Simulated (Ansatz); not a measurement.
# ClH2OSi: the cost of one run

All numbers below are computed with Ansatz 0.2.0 (UKS PBE-D4/def2-SVP).

## (1) The system as given

Bond lengths: O1–Si2 1.628 Å, Si2–Cl3 2.042 Å, O1–H4 0.954 Å, Si2–H5 1.448 Å. Angles: O1–Si2–Cl3 109.4°, O1–Si2–H5 102.1°, Cl3–Si2–H5 112.6°, Si2–O1–H4 124.2°.

Structure file:

```xyz
5

O    -0.8416   -0.3934   -0.6583
Si   -0.0698    0.5231    0.4440
Cl    1.5653   -0.4838    1.1376
H    -0.9389   -1.3406   -0.5941
H     0.2849    1.6947   -0.3292
```

## (2) End point A

The input, input.yaml:

```yaml
crystal:
  periodic: [false, false, false]
  atoms:
    - { symbol: O, position_ang: [-0.84158, -0.39337, -0.65829] }
    - { symbol: Si, position_ang: [-0.06977, 0.52308, 0.44401] }
    - { symbol: Cl, position_ang: [1.56532, -0.48383, 1.13755] }
    - { symbol: H, position_ang: [-0.9389, -1.34061, -0.59407] }
    - { symbol: H, position_ang: [0.28493, 1.69473, -0.32919] }
magnetization:
  spin_polarized: true
  initial_magnetization: 1
basis:
  gaussian: { orbitals: def2-SVP }
hamiltonian:
  xc: pbe
  dispersion: d4
relax:
  f_tol: 0.02
  max_steps: 50
output:
  orbitals: {}
```

On the command line:

```bash
$ ansatz run input.yaml --threads 1 --pin off --max-ram 2048MiB --backend cpu --events-out ev --progress --plain --runs-dir out
```

Q: Estimate wall time and peak memory on 1 thread of Arm Neoverse V1, shared host.

About 17 s, with a peak of 0.13 GiB.
